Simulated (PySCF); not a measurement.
# Ar: ionisation energy

Ar [Ar] (1S) → Ar⁺ [Ne] 3s2 3p5 (2P), as a difference of total energies. Computed with PySCF 2.14 in x2c-TZVPPall (5s5p3d1f, 42 functions), with scalar relativity by spin-free X2C-1e. Correlated levels: valence: [Ne] frozen. The calculations carry no spin-orbit coupling.

| method | ionisation energy (eV) | error (eV) |
| --- | --- | --- |
| UHF | 14.556 | -1.263 |
| MP2 (valence) | 15.671 | -0.148 |
| SCS-MP2 (valence) | 15.567 | -0.252 |
| CCSD (valence) | 15.490 | -0.329 |
| CCSD(T) (valence) | 15.530 | -0.289 |
| CCSDT (valence) | 15.523 | -0.296 |

Reference: 15.819 eV (measured; NIST levels, between the centres of gravity of the two terms).

Errors of the correlated levels include the incompleteness of this basis and the frozen core.
